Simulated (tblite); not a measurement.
# C2H4O2: the cost of one run

Computed with tblite 0.8.0 and PySCF 2.14.0; each step states its level. No surroundings beyond the atoms listed, unless a continuum is named. Atoms count from 0, parts from 1.

## Step 1: Starting point

8 atoms, charge 0, multiplicity 1; geometry: rigid parts in contact. Parts: 1 = atoms 0–3, `C=O`, charge 0; 2 = atoms 4–7, `C=O`, charge 0.

## Step 2: Search for minima with GFN2-xTB

What the job is given:

```
{"job": {"kind": "dock", "xc": "GFN2-xTB", "basis": "xTB"}, "charge": 0, "multiplicity": 1, "parts": [{"atoms": "0-3", "charge": 0, "multiplicity": 1}, {"atoms": "4-7", "charge": 0, "multiplicity": 1}]}
C      0.000825    -0.000029    -0.000228
O      1.173068    -0.200621     0.081533
H     -0.736335    -0.810459    -0.128818
H     -0.437558     1.011109     0.047513
C      1.626990     3.153401     1.151862
O      1.102125     2.685239     0.189356
H      2.710967     3.350759     1.204581
H      1.069405     3.426527     2.063652
```

Method: GFN2-xTB search for minima from random contacts, gas phase.

The run is started by

```sh
OMP_NUM_THREADS=1 python cluster_run.py task.json out
```

This one command runs all jobs of the session in turn.

Q: Estimate the wall time of this first job on 1 thread of Intel Xeon Platinum 8375C at 2.90GHz, shared host.

About 7.1 s.
